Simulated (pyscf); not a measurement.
Addition across a multiple bond or ene-type step: HP=GaH + SiH₄ → H₃Si–PH–GaH₂

Gas phase, singlet surface, charge 0. Bonds broken: Si5–H6. Bonds formed: P1–Si5, Ga2–H6. PySCF, gas phase, ωB97X-D3(BJ)/def2-SVP geometries. MP2 and CC: frozen core, UHF for open shells. ΔMP2 is the change of the MP2 total energy from the triple- to the quadruple-zeta basis.

Transition state (Å):

```xyz
9

P      0.0293     2.1767    -0.4165
Ga     0.4532     0.1381    -1.0247
H      0.7810     1.9675     0.7811
H      0.3200    -1.0707    -1.9824
Si    -0.9015    -0.0587     1.2507
H      0.5659    -0.5394     0.6006
H     -1.8324    -0.8424     0.3908
H     -0.4991    -0.8806     2.4390
H     -1.5953     1.1219     1.8255
```

One imaginary mode, 390i cm⁻¹; descent along it reached the two sides named, in the forms told below.

```json
[
 {"bond": "Si5–H6", "change": "breaks", "reactant side (Å)": "1.505", "saddle": "1.675", "product side": "4.6"},
 {"bond": "P1–Si5", "change": "forms", "reactant side (Å)": "4.1", "saddle": "2.9", "product side": "2.242"},
 {"bond": "Ga2–H6", "change": "forms", "reactant side (Å)": "2.310", "saddle": "1.764", "product side": "1.564"}
]
```

Electronic energies relative to the separated reactants (kcal/mol):

| level | barrier | reaction energy | reverse barrier |
|---|---|---|---|
| ωB97X-D3(BJ)/def2-TZVP | 8.6 | -40.7 | 49.2 |
| PBE/def2-TZVP | 9.4 | -30.8 | 40.2 |
| r²SCAN/def2-TZVP | 8.8 | -34.4 | 43.2 |
| B3LYP-D3(BJ)/def2-TZVP | 13.3 | -31.9 | 45.2 |
| PBE0-D3(BJ)/def2-TZVP | 8.0 | -36.5 | 44.5 |
| M06-2X/def2-TZVP | 11.8 | -32.7 | 44.5 |
| ωB97M-D3(BJ)/def2-TZVP | 12.8 | -33.9 | 46.8 |
| HF/def2-TZVP | 27.9 | -32.5 | 60.4 |
| MP2/def2-QZVPP | 11.2 | -34.4 | 45.5 |
| CCSD/def2-TZVPP | 15.0 | -33.5 | 48.5 |
| CCSD(T)/def2-TZVPP | 12.6 | -33.0 | 45.6 |
| CCSD(T)/def2-TZVPP + ΔMP2(QZVPP) | 11.8 | -33.3 | 45.0 |

With CCSD(T)/def2-TZVPP + ΔMP2(QZVPP) energies and thermal terms (ideal gas, 1 atm, RRHO with modes under 100 cm⁻¹ raised to 100, one conformer, R ln 2 for chiral ones without a mode under 150 cm⁻¹), in kcal/mol:

```json
[
 {"T (K)": "298", "ΔH‡": "12.6", "ΔG‡": "22.8", "ΔH": "-31.8", "ΔG": "-22.6"},
 {"T (K)": "600", "ΔH‡": "12.8", "ΔG‡": "33.1", "ΔH": "-30.9", "ΔG": "-13.6"},
 {"T (K)": "900", "ΔH‡": "13.3", "ΔG‡": "43.1", "ΔH": "-29.8", "ΔG": "-5.2"},
 {"T (K)": "1200", "ΔH‡": "13.9", "ΔG‡": "52.9", "ΔH": "-28.6", "ΔG": "+2.9"}
]
```

On the reactant side the descent ends in a complex, 5.0 kcal/mol under the separated species and 13.6 kcal/mol under the saddle at ωB97X-D3(BJ)/def2-TZVP. At the saddle there is also a short Ga–Si contact that neither side keeps. HP=GaH lies 17.6 kcal/mol over its isomer H₂P–Ga [singlet] (electronic energy, ωB97M-D3(BJ)/def2-TZVP). One saddle was located; it need not be the lowest between these sides. The CCSD(T) − MP2 part came from Ansatz, without density fitting, on the same reference. The frozen core leaves the outer d or s,p core shells of the metals and heavy elements correlated in the MP2 and CC values, and def2-TZVPP describes them poorly, which can shift differences by a few kcal/mol. Elements up to Kr have no core potential and no relativistic terms here.
